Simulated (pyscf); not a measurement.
## Hydrogen abstraction: H₂N–Sn(NH₂)(NH₂)–NH₂ (SMILES [NH2][Sn]([NH2])([NH2])[NH2]) + H• (SMILES [H]) → •HN–Sn(NH₂)(NH₂)–NH₂ (SMILES [NH][Sn]([NH2])([NH2])[NH2]) + H₂ (SMILES [H][H])

Gas phase, doublet surface, charge 0. Bonds broken: N1–H6. Bonds formed: H6–H14. Single points on ωB97X-D3(BJ)/def2-SVP structures (PySCF, gas phase).

Transition state (Å):

```xyz
14

N     -1.8919     0.4923     1.5037
Sn    -0.1873     0.1049     0.3736
N      1.3173     0.9693     1.4093
N      0.3332    -1.8086    -0.0274
N     -0.5992     0.9016    -1.4438
H     -1.7611    -0.3357     2.5481
H     -2.6976     0.0417     1.0445
H      2.1348     0.3800     1.5483
H      1.0384     1.3687     2.3026
H      0.3626    -2.4241     0.7826
H     -0.2424    -2.2473    -0.7434
H      0.2131     0.9183    -2.0590
H     -0.9534     1.8553    -1.3864
H     -1.6252    -1.1304     2.9402
```

One imaginary mode, 1244i cm⁻¹; descent along it reached the two sides named.

| bond | change | reactant side (Å) | saddle | product side |
|---|---|---|---|---|
| N1–H6 | breaks | 1.017 | 1.339 | 2.501 |
| H6–H14 | forms | 2.8 | 0.897 | 0.763 |

Electronic energies relative to the separated reactants (kcal/mol):

```tsv
level	barrier	reaction energy	reverse barrier
ωB97X-D3(BJ)/def2-TZVP	13.3	+6.4	6.9
PBE/def2-TZVP	7.6	+6.4	1.3
r²SCAN/def2-TZVP	6.5	+2.7	3.9
B3LYP-D3(BJ)/def2-TZVP	7.2	+2.3	4.9
PBE0-D3(BJ)/def2-TZVP	11.0	+7.3	3.7
M06-2X/def2-TZVP	15.9	+7.6	8.2
ωB97M-D3(BJ)/def2-TZVP	13.6	+6.8	6.8
HF/def2-TZVP	23.7	+1.3	22.4
```

With ωB97M-D3(BJ)/def2-TZVP energies and thermal terms (ideal gas, 1 atm, RRHO with modes under 100 cm⁻¹ raised to 100, one conformer, R ln 2 for chiral ones without a mode under 150 cm⁻¹), in kcal/mol:

```json
[
 {"T (K)": "298", "ΔH‡": "11.6", "ΔG‡": "18.2", "ΔH": "+5.1", "ΔG": "+3.2"},
 {"T (K)": "600", "ΔH‡": "11.1", "ΔG‡": "25.2", "ΔH": "+5.2", "ΔG": "+1.3"},
 {"T (K)": "900", "ΔH‡": "10.8", "ΔG‡": "32.3", "ΔH": "+4.9", "ΔG": "-0.6"},
 {"T (K)": "1200", "ΔH‡": "10.7", "ΔG‡": "39.5", "ΔH": "+4.5", "ΔG": "-2.3"}
]
```

This is the saddle that the search found; another between the same sides may lie lower. The angle at the transferred H is 155°. Elements past Kr carry the def2 core potentials, without spin-orbit coupling.
